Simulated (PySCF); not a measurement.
B: ionisation energy

B [He] 2s2 2p1 (2P) → B⁺ [He] 2s2 (1S), as a difference of total energies. All numbers are calculated (PySCF 2.14, the spin-free X2C one-electron Hamiltonian (Gaussian nucleus), in x2c-TZVPall (5s3p2d1f, 31 functions)). Correlated levels: valence: 1s2 frozen. The calculations carry no spin-orbit coupling.

```
           method  ionisation energy (eV)
              UHF                   8.038
           M06-2X                   8.297
              PBE                   8.667
    MP2 (valence)                   8.258
SCS-MP2 (valence)                   8.228
   CCSD (valence)                   8.169
CCSD(T) (valence)                   8.205
```

Errors of the correlated levels include the incompleteness of this basis and the frozen core.

The coupled-cluster amplitudes are large for B⁺ (T1 above 0.03 or a double amplitude above 0.15), so a single reference is strained.

Question: Which method comes closest to the reference value, and which is furthest?

Answer: The reference is 8.297 eV (measured; NIST levels, between the centres of gravity of the two terms). Closest: M06-2X (error 0.000 eV); furthest: PBE (error 0.370 eV).
